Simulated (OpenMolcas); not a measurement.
# doublet C2H4Si+ at 3 levels

Aim: a comparison of 3 runs (U-r2SCAN/6-311+G**, U-revPBE/6-311+G**, UTPSS/6-311+G**) of doublet C2H4Si+. 

Program for the calculation: OpenMolcas 26.06.

3 further runs of the same task are left out: 3 that didn't finish.

### 1 The system as given

C2H4Si+: 7 atoms, total charge +1, spin state doublet. SMILES of the parent species: `C#C[SiH3]`. Geometry: relaxed at PBE0-D4/def2-TZVP. That shape belongs to the parent species and isn't relaxed for this state.

Bond lengths: C1–C2 1.206 Å, C2–Si3 1.823 Å, C1–H4 1.066 Å, Si3–H5 1.483 Å, Si3–H6 1.483 Å, Si3–H7 1.483 Å. Angles: C1–C2–Si3 180.0°, C2–C1–H4 180.0°, C2–Si3–H5 109.3°, C2–Si3–H6 109.3°, C2–Si3–H7 109.3°, H5–Si3–H6 109.6°, H5–Si3–H7 109.6°, H6–Si3–H7 109.6°.

### 2 The energy at U-r2SCAN/6-311+G(d,p) (run 1)

calc.input

```
&GATEWAY
 BasLib=$CurrDir
 Coord
 7
 angstrom
 C       -0.580700      -1.871400       0.172200
 C       -0.218500      -0.726500       0.062400
 Si       0.329800       1.004300      -0.103800
 H       -0.901000      -2.883500       0.269300
 H       -0.094500       1.528300      -1.425000
 H       -0.281700       1.818100       0.974900
 H        1.807900       1.062900       0.004400
 Basis=6-311pGss
 Group=NoSym

&SEWARD
 GridInput
 Grid=UltraFine
 End of Grid

&SCF
 UHF
 Charge=1
 Spin=2
 KSDFT=2
 1.0 MGGA_X_R2SCAN
 1.0 MGGA_C_R2SCAN
 Thresholds=1e-10 1e-07 1e-07 1e-05
 PrOrbitals=1 2
```

The basis set 6-311+G** is read from a file made from the Basis Set Exchange's data (not shown).

Run with:

```console
$ export MOLCAS_MEM=1860
$ pymolcas calc.input > calc.log
```

The log of the run:

```text
--- Start Module: gateway ---
[...]
--- Stop Module: gateway /rc=_RC_ALL_IS_WELL_ ---
--- Start Module: seward ---
[...]
      Basis functions           98
--- Stop Module: seward /rc=_RC_ALL_IS_WELL_ ---
[...]
--- Start Module: scf ---
[...]
       Convergence after  33 Iterations
[...]
::    Total KS-DFT energy                            -367.5968061213
[...]
      Total spin, S                                     0.5031833058
[...]
      Total electronic charge=   29.000000
      Total            charge=    1.000000
[...]
      Dipole Moment (debye):
      Origin of the operator (angstrom)=    0.0031   -0.0275   -0.0048
                   X= -7.6365E-01               Y= -1.9419E+00               Z= -1.3512E-01           Total=  2.0910E+00
      Center of Charge (angstrom)
[...]
--- Stop Module: scf /rc=_RC_ALL_IS_WELL_ ---
[...]
```

Run time: 3.1 min. Hardware: 1 thread of Intel Xeon Platinum 8259CL at 2.50GHz (Skylake/Cascade Lake), shared host; peak memory 0.55 GiB.

### 3 The energy at U-revPBE/6-311+G(d,p) (run 2)

job.inp

```
* C2H4Si Kohn-Sham DFT
>>> EXPORT MOLCAS_PRINT=2

&GATEWAY
  BasLib
  $CurrDir
  BasisSet
  C.6-311pGss....
  C1 -0.580700 -1.871400 0.172200 angstrom
  C2 -0.218500 -0.726500 0.062400 angstrom
  End of Basis
  BasisSet
  Si.6-311pGss....
  Si3 0.329800 1.004300 -0.103800 angstrom
  End of Basis
  BasisSet
  H.6-311pGss....
  H4 -0.901000 -2.883500 0.269300 angstrom
  H5 -0.094500 1.528300 -1.425000 angstrom
  H6 -0.281700 1.818100 0.974900 angstrom
  H7 1.807900 1.062900 0.004400 angstrom
  End of Basis

&SEWARD
  GridInput
  Grid=UltraFine
  End of Grid

&SCF
  UHF
  Charge
  1
  Spin
  2
  KSDFT
  revPBE
  Thresholds
  1e-10 1e-07 1e-07 1e-05
  PrOrbitals
  1 2
```

The basis set 6-311+G** is read from a file made from the Basis Set Exchange's data (not shown).

Run with:

```console
$ export MOLCAS_MEM=1860
$ pymolcas job.inp > job.log
```

The log of the run:

```text
--- Start Module: gateway ---
[...]
--- Stop Module: gateway /rc=_RC_ALL_IS_WELL_ ---
--- Start Module: seward ---
[...]
      Basis functions           98
--- Stop Module: seward /rc=_RC_ALL_IS_WELL_ ---
[...]
--- Start Module: scf ---
[...]
       Convergence after  44 Iterations
[...]
::    Total KS-DFT energy                            -367.5990170723
[...]
      Total spin, S                                     0.5015186617
[...]
      Total electronic charge=   29.000000
      Total            charge=    1.000000
[...]
      Dipole Moment (debye):
      Origin of the operator (angstrom)=    0.0031   -0.0275   -0.0048
                   X= -1.3398E-01               Y= -1.6422E+00               Z=  1.8560E-01           Total=  1.6581E+00
      Center of Charge (angstrom)
[...]
--- Stop Module: scf /rc=_RC_ALL_IS_WELL_ ---
[...]
```

It took 3.1 min on 1 thread of Intel Xeon Platinum 8259CL at 2.50GHz (Skylake/Cascade Lake), shared host; peak memory 0.55 GiB.

### 4 The energy at UTPSS/6-311+G(d,p) (run 3)

mol.inp

```
* C2H4Si Kohn-Sham DFT

&GATEWAY
 BasLib=$CurrDir
 Coord
 7
 angstrom
 C       -0.580700      -1.871400       0.172200
 C       -0.218500      -0.726500       0.062400
 Si       0.329800       1.004300      -0.103800
 H       -0.901000      -2.883500       0.269300
 H       -0.094500       1.528300      -1.425000
 H       -0.281700       1.818100       0.974900
 H        1.807900       1.062900       0.004400
 Basis=6-311pGss
 Group=NoSym

&SEWARD
 GridInput
 Grid=UltraFine
 End of Grid

&SCF
 UHF
 Charge=1
 Spin=2
 KSDFT=2
 1.0 MGGA_X_TPSS
 1.0 MGGA_C_TPSS
 Thresholds=1e-10 1e-07 1e-07 1e-05
 PrOrbitals=1 1
```

The basis set 6-311+G** is read from a file made from the Basis Set Exchange's data (not shown).

Run with:

```console
$ export MOLCAS_MEM=1860
$ pymolcas mol.inp > mol.log
```

The log of the run:

```text
--- Start Module: gateway ---
[...]
--- Stop Module: gateway /rc=_RC_ALL_IS_WELL_ ---
--- Start Module: seward ---
[...]
      Basis functions           98
--- Stop Module: seward /rc=_RC_ALL_IS_WELL_ ---
[...]
--- Start Module: scf ---
[...]
       Convergence after  49 Iterations
[...]
::    Total KS-DFT energy                            -367.7249833128
[...]
      Total spin, S                                     0.5020555505
[...]
      Total electronic charge=   29.000000
      Total            charge=    1.000000
[...]
      Dipole Moment (debye):
      Origin of the operator (angstrom)=    0.0031   -0.0275   -0.0048
                   X= -7.8911E-01               Y= -1.7783E+00               Z=  4.6746E-01           Total=  2.0009E+00
      Center of Charge (angstrom)
[...]
--- Stop Module: scf /rc=_RC_ALL_IS_WELL_ ---
[...]
```

Wall time 5.6 min (1 thread of Intel Xeon Platinum 8259CL at 2.50GHz (Skylake/Cascade Lake), shared host); peak memory 0.55 GiB.

### 5 The series

| run | level | energy (Eh) | HOMO energy (eV) | LUMO energy (eV) | ⟨S²⟩ | wall time |
| --- | --- | --- | --- | --- | --- | --- |
| 1 | U-r2SCAN/6-311+G** | -367.596806 | -14.05 | -13.50 | 0.756 | 3.1 min |
| 2 | U-revPBE/6-311+G** | -367.599017 | -13.73 | -13.60 | 0.753 | 3.1 min |
| 3 | UTPSS/6-311+G** | -367.724983 | -13.90 | -13.60 | 0.754 | 5.6 min |

### 6 Summary of results

```
                                 quantity          value
                      run 3: total energy  -367.72498 Eh
run 3: HOMO energy (highest over α and β)      -13.90 eV
 run 3: LUMO energy (lowest over α and β)      -13.60 eV
                              run 3: ⟨S²⟩          0.754
```

Totals of different functionals can't be ranked against each other. All runs together took 12 min, the longest 5.6 min.
